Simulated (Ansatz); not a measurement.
## Ansatz (development build ahead of 0.2.0) run

```yaml
crystal:
  periodic: [false, false, false]
  atoms:
    - { symbol: O, position_ang: [0.0, 0.0, 0.0] }
    - { symbol: H, position_ang: [1.78878, 0.0, 0.0] }
    - { symbol: H, position_ang: [-1.22009, 0.0, 0.0] }
basis:
  gaussian: { orbitals: "6-31G" }
total_charge: 1
magnetization:
  initial_magnetization: 1
hamiltonian:
  xc: hf
correlation:
  method: fci
  frozen_orbitals: { H: 0, O: 1 }
```

The input is written out in the form of the current development build from the run's settings.

Output:

- Converged: yes
- Total energy: -75.53730 hartree
- State: lowest doublet root, of any spatial symmetry
